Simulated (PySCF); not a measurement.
Reaction (SMILES): C#C (C2H2) → [C-]#C + H+
B3LYP-D3(BJ)/def2-TZVP geometries, fixed; electronic energies without zero-point terms.
Largest species:
```xyz
4

C      0.0000     0.0000    -0.5984
C      0.0000     0.0000     0.5984
H      0.0000     0.0000     1.6611
H      0.0000     0.0000    -1.6611
```
Charge 0, spin multiplicity 1.

Basis-set convergence of the deprotonation energy at B3LYP with PySCF. All functions are spherical. Density fitting with generated auxiliary sets. In sets without p functions on hydrogen, species with hydrogen take exact integrals. No added dispersion term, no relativity. Functions are those of the species that has most. Reference: the value in aug-cc-pVQZ, 384.19 kcal/mol, itself unsure by roughly 0.61 kcal/mol (its distance from def2-QZVPPD).

```json
[
 {"basis": "cc-pVDZ", "functions": "38", "deprotonation energy (kcal/mol)": "395.33"},
 {"basis": "6-31+G*", "functions": "40", "deprotonation energy (kcal/mol)": "(withheld)"},
 {"basis": "6-311G**", "functions": "48", "deprotonation energy (kcal/mol)": "(withheld)"},
 {"basis": "def2-TZVP", "functions": "74", "deprotonation energy (kcal/mol)": "(withheld)"},
 {"basis": "pcseg-2", "functions": "88", "deprotonation energy (kcal/mol)": "(withheld)"},
 {"basis": "def2-TZVPP", "functions": "90", "deprotonation energy (kcal/mol)": "387.23"},
 {"basis": "def2-TZVPPD", "functions": "108", "deprotonation energy (kcal/mol)": "385.57"},
 {"basis": "aug-pcseg-2", "functions": "138", "deprotonation energy (kcal/mol)": "384.18"},
 {"basis": "def2-QZVPPD", "functions": "192", "deprotonation energy (kcal/mol)": "384.80"}
]
```

Problem. Complete the blanks.

Solution. 
- 6-31+G*, deprotonation energy (kcal/mol): 381.17
- 6-311G**, deprotonation energy (kcal/mol): 394.61
- def2-TZVP, deprotonation energy (kcal/mol): 386.99
- pcseg-2, deprotonation energy (kcal/mol): 385.94
